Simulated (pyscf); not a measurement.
Single points on ωB97X-D3(BJ)/def2-SVP structures (PySCF, gas phase). Correlated levels are frozen-core, on RHF or UHF. ΔMP2 is the change of the MP2 total energy from the triple- to the quadruple-zeta basis.

Q: H₂N–AlH–OH (SMILES [NH2][AlH][OH]) → O=AlH (SMILES [O]=[AlH]) + NH₃ (SMILES N)
Surface: singlet. Broken: Al–N, H–O. Formed: H–N. Give ΔE‡ and ΔE from CCSD(T)/def2-TZVPP + ΔMP2(QZVPP), relative to the reactant's lowest minimum found.

A: ΔE‡ = 223.6 kJ/mol, ΔE = +320.4 kJ/mol. Zero-point energy shifts the barrier by -5.2 kJ/mol. It is an elimination, with an imaginary mode of 1084i cm⁻¹. On the product side the descent ends in an adduct with a Al–N contact, 136.7 kJ/mol under the separated species and 23.0 kJ/mol under the saddle at ωB97X-D3(BJ)/def2-TZVP. At CCSD(T) the saddle lies under the separated products, which points to a path from their complex (located at ωB97X-D3(BJ) alone), and parting the products costs more than the saddle. What is counted as broken (Al–N) persists as a longer contact in the product adduct; parting that adduct is a step of its own. O=AlH lies 183.7 kJ/mol over its isomer HO–Al [singlet] (electronic energy, ωB97M-D3(BJ)). This is the saddle that the search found; another between the same sides may lie lower. The CCSD(T) − MP2 part came from Ansatz, without density fitting, on the same reference. The largest closed-shell T1 diagnostic is 0.031, which may signal static correlation.
